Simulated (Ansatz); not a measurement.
Calculation: B3LYP-D3(BJ)/def2-SVP in Ansatz (a quantum-chemistry and plane-wave program). No frequencies were computed at this level.

Ansatz 0.2 input:
```yaml
crystal:
  periodic: [false, false, false]
  atoms:
    - { symbol: S, position_ang: [-0.012797, 0.611794, -0.000001] }
    - { symbol: H, position_ang: [0.963935, -0.285869, -0.000003] }
    - { symbol: H, position_ang: [-0.951138, -0.325926, 0.000004] }
basis:
  gaussian: { orbitals: def2-svp }
hamiltonian:
  xc: b3lyp
  dispersion: d3bj
relax:
  max_steps: 150
```

Output:

```
Functional definition: B3LYP
281 factors; integrals over basis functions are off by at most 1.6e-4 eV
mean field evaluation 1: about -10864.6939 eV, gradient 1.0e1 eV
mean field evaluation 2: about -10864.8104 eV, gradient 8.7e0 eV
mean field evaluation 4: about -10865.0064 eV, gradient 1.7e-1 eV
mean field evaluation 8: about -10865.0056 eV, gradient 1.1e-4 eV
mean field -10865.00558290 eV, -399.2815906065 hartree, gradient 1.2e-5 eV, S^2 0.000000; 0 other end points of the search recorded, 0 dependent functions left out
reference -10865.00572125 eV, -399.2815956906 hartree; 9, 9 occupied and 19, 19 virtual orbitals, 281 factors
relax step   1: F+E_penalty+E_count = -10865.04372534 eV  Δ(F+E_penalty+E_count) = +0.000e0 eV  max|allowed force component| = 9.829e-1 eV/Å  Δτ_max = 0.0000 Å  (19 SCF iters, accepted)
these checks for a lower state are left out or cut short: starts, cluster_reference, orbital_swaps, neighbouring_geometries, increment
281 factors; integrals over basis functions are off by at most 1.4e-4 eV
mean field evaluation 16: about -10865.0206 eV, gradient 3.0e-5 eV
mean field -10865.02061127 eV, -399.2821428886 hartree, gradient 3.0e-5 eV, S^2 0.000000; 0 other end points of the search recorded, 0 dependent functions left out
reference -10865.02074898 eV, -399.2821479493 hartree; 9, 9 occupied and 19, 19 virtual orbitals, 281 factors
relax step   2: F+E_penalty+E_count = -10865.05874121 eV  Δ(F+E_penalty+E_count) = -1.502e-2 eV  max|allowed force component| = 3.872e-1 eV/Å  Δτ_max = 0.0114 Å  (21 SCF iters, accepted)
these checks for a lower state are left out or cut short: starts, cluster_reference, orbital_swaps, neighbouring_geometries, increment
281 factors; integrals over basis functions are off by at most 1.4e-4 eV
mean field -10865.02338423 eV, -399.2822447930 hartree, gradient 3.0e-5 eV, S^2 0.000000; 0 other end points of the search recorded, 0 dependent functions left out
reference -10865.02352146 eV, -399.2822498363 hartree; 9, 9 occupied and 19, 19 virtual orbitals, 281 factors
relax step   3: F+E_penalty+E_count = -10865.06150847 eV  Δ(F+E_penalty+E_count) = -2.767e-3 eV  max|allowed force component| = 8.963e-3 eV/Å  Δτ_max = 0.0062 Å  (21 SCF iters, accepted)
281 factors; integrals over basis functions are off by at most 1.4e-4 eV
mean field evaluation 32: about -10865.0234 eV, gradient 8.9e-5 eV
mean field -10865.02338423 eV, -399.2822447930 hartree, gradient 3.0e-5 eV, S^2 0.000000; 1 other end points of the search recorded, 0 dependent functions left out
reference -10865.02352146 eV, -399.2822498363 hartree; 9, 9 occupied and 19, 19 virtual orbitals, 281 factors
Total energy: -10865.06164571 eV, -399.2836508764 hartree
Atom 0 at    -0.013082     0.625421    -0.000001 Å, force    -0.000187     0.008963    -0.000000 eV/Å
Atom 1 at     0.979568    -0.292359    -0.000003 Å, force     0.008827    -0.004299    -0.000000 eV/Å
Atom 2 at    -0.966486    -0.333064     0.000004 Å, force    -0.008639    -0.004664     0.000000 eV/Å
Dipole moment:     0.005397    -0.258040     0.000000 e Å
```

Cost: roughly 0.8 core-seconds.
